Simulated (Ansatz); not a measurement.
The cluster S4. The state is a singlet with charge 0. Geometry PBE0-D4/def2-TZVP, basis def2-TZVP, Ansatz.

Cartesian coordinates in Å:
```
S 0.200 1.435 -0.061
S -1.434 0.124 -0.178
S 1.359 -0.276 -0.426
S -0.125 -1.283 0.665
```

```tsv
run	HOMO (eV)	LUMO (eV)
A	-5.82	-3.15
B	-6.22	-2.77
C	-8.49	-0.54
D	-5.06	-3.70
E	-5.27	-3.61
```

HSE06 is defined as in plane-wave codes, on full-range PBE exchange. Another isomer (singlet) lies 0.63 eV lower at PBE0-D4/def2-TZVP; other spin states weren't run for this one.

Question: The runs used HSE06, PBE, PBE0, r2SCAN, ωB97X-V. Estimate which is which.

Answer: A HSE06 (range-separated); B PBE0 (25 % exact exchange); C ωB97X-V (range-separated); D PBE (0 % exact exchange); E r2SCAN (0 % exact exchange). Exact exchange lowers occupied and raises empty levels; among semilocal functionals meta-GGAs tend to open the gap a little, and such runs are hard to tell apart. The gap grows from 1.36 eV (PBE) to 7.95 eV (ωB97X-V).
